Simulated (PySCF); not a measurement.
Species: C3HN2 (charge -1).
Bonds: N1–C2 (triple), C2–C3, C3–C4, C4–N5 (triple). Hydrogens: H6 on C3.

The same species was optimised twice, with GFN2-xTB and with PBE0-D3(BJ)/def2-SVP (PySCF), and the same property calculations (PySCF, gas phase) were run on both structures.

```tsv
coordinate	GFN2-xTB	PBE0-D3(BJ)/def2-SVP	change
C3–C4 (Å)	1.366	1.396	+0.030
C2–C3 (Å)	1.366	1.396	+0.030
N1≡C2 (Å)	1.167	1.175	+0.008
C4≡N5 (Å)	1.167	1.175	+0.008
C3–H6 (Å)	1.086	1.093	+0.007
C2–C3–C4 (°)	123.1	123.7	+0.6
C4–C3–H6 (°)	118.5	118.1	-0.4
C2–C3–H6 (°)	118.5	118.1	-0.4
N1–C2–C3 (°)	178.2	178.2	0.0
C3–C4–N5 (°)	178.3	178.2	-0.1
```

Rotational constants: A = 32792, B = 2880, C = 2647 MHz (GFN2-xTB) against A = 32476, B = 2769, C = 2552 MHz (PBE0-D3(BJ)/def2-SVP). Point groups within 0.08 Å: C2v and C2v.

On the GFN2-xTB structure: HOMO (eV) -0.64 [PBE0/pcSseg-1]; LUMO (eV) 5.34 [PBE0/pcSseg-1]; GIAO shielding of N1/N5 (mean) (ppm) -23.4 [PBE0/pcSseg-1]; GIAO shielding of C2/C4 (mean) (ppm) 50.9 [PBE0/pcSseg-1]; GIAO shielding of C3 (ppm) 192.1 [PBE0/pcSseg-1].

Task: What do these properties become on the PBE0-D3(BJ)/def2-SVP structure?

Result: 
```tsv
property	level	on GFN2-xTB	on PBE0-D3(BJ)/def2-SVP	change
HOMO (eV)	PBE0/pcSseg-1	-0.64	-0.68	-0.04
LUMO (eV)	PBE0/pcSseg-1	5.34	5.28	-0.06
energy, GFN2-xTB geometry as zero (kcal/mol)	PBE0/pcSseg-1	0.0	-0.7	-0.7
GIAO shielding of N1/N5 (mean) (ppm)	PBE0/pcSseg-1	-23.4	-30.3	-6.9
GIAO shielding of C2/C4 (mean) (ppm)	PBE0/pcSseg-1	50.9	49.1	-1.8
GIAO shielding of C3 (ppm)	PBE0/pcSseg-1	192.1	186.5	-5.6
```

The heavy atoms differ by 0.033 Å rms after alignment. Among all bonds C2–C3 and C3–C4 change most and about equally (+0.030 Å). Changes are differences of the printed values. Neither structure is proved a minimum here. Geometry: PBE0-D3(BJ)/def2-SVP; no solvent, vibrations or thermal averaging. The geometry's basis has no diffuse functions, a weakness for an anion.
